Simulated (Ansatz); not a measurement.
Geometry optimisation, RKS B3LYP/6-31G in Ansatz 0.2.0.

Input file:

```yaml
crystal:
  periodic: [false, false, false]
  atoms:
    - { symbol: S, position_ang: [-1.89693, -0.11615, -0.63586] }
    - { symbol: Si, position_ang: [0.04043, 0.68349, -0.38167] }
    - { symbol: S, position_ang: [1.11247, -1.33235, 0.32085] }
    - { symbol: H, position_ang: [-2.50963, 0.98984, -1.04096] }
    - { symbol: H, position_ang: [0.86916, 0.9391, -1.54383] }
    - { symbol: H, position_ang: [0.28728, 1.47978, 0.8104] }
    - { symbol: H, position_ang: [1.90254, -0.85974, 1.28981] }
    - { symbol: H, position_ang: [0.19468, -1.78397, 1.18126] }
total_charge: 1
basis:
  gaussian: { orbitals: "6-31G" }
hamiltonian:
  xc: b3lyp
relax:
  f_tol: 0.02
  max_steps: 50
```

Run as:

```bash
$ ansatz run input.yaml --threads 1 --pin off --max-ram 2048MiB --backend cpu --events-out ev --progress --plain --runs-dir out
```

**Question.** Where does it end, and by what steps?

**Answer.** It converged. Limits of this set-up: no polarisation functions. After 4 steps the energy has fallen by 0.247 eV; H7 moved furthest, 0.15 Å.

```json
{"step": "0", "energy less start (eV)": "0.0000", "largest force component (eV/Å)": "1.656", "accepted": "yes"}
{"step": "1", "energy less start (eV)": "-0.2036", "largest force component (eV/Å)": "0.731", "accepted": "yes"}
{"step": "2", "energy less start (eV)": "-0.2416", "largest force component (eV/Å)": "0.196", "accepted": "yes"}
{"step": "3", "energy less start (eV)": "-0.2470", "largest force component (eV/Å)": "0.033", "accepted": "yes"}
{"step": "4", "energy less start (eV)": "-0.2473", "largest force component (eV/Å)": "0.017", "accepted": "yes"}
```

```xyz
8
Properties=species:S:1:pos:R:3
S -1.986 -0.122 -0.639
Si 0.054 0.722 -0.363
S 1.122 -1.362 0.353
H -2.602 1.012 -1.133
H 0.893 0.976 -1.565
H 0.286 1.608 0.813
H 2.030 -0.943 1.300
H 0.202 -1.891 1.233
```

Whether the end is a true minimum wasn't checked by a vibrational analysis.

Run time: 21 s on 1 thread of Arm Neoverse N1, with other jobs on the host, peak memory 0.12 GiB.
